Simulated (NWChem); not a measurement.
## Correlation energy of fluoromethane (CH3F)

```xyz
5

C      0.6088    -0.1106     0.0000
F     -0.7327     0.1332     0.0000
H      0.8879    -0.6879     0.8972
H      0.8879    -0.6879    -0.8972
H      1.1658     0.8411     0.0000
```
Charge 0, spin multiplicity 1.

Everything below was run with NWChem. All single points use one geometry, from PBE0/def2-SVP, a minimum by its harmonic frequencies.

Basis set: cc-pVTZ. Each correlation energy counts from its own Hartree-Fock reference.

The correlated methods keep 2 core orbitals frozen. Coupled-cluster values serve here as a point of comparison, not as the truth.

| method | correlation energy (mHa) |
|---|---|
| RI-MP2 | -434.0 |
| CCSD | -450.4 |
| SCS-MP2 | ? |
| CCSD(T) | ? |
| CCSD+T(CCSD) | -464.2 |
| CR-CCSD(T) | ? |
| CR-CCSD[T] | -461.9 |
| MP2 | -434.1 |

Problem. Some entries are withheld; supply them.

Solution. 
- SCS-MP2, correlation energy (mHa): -432.7
- CCSD(T), correlation energy (mHa): -463.6
- CR-CCSD(T), correlation energy (mHa): -461.4
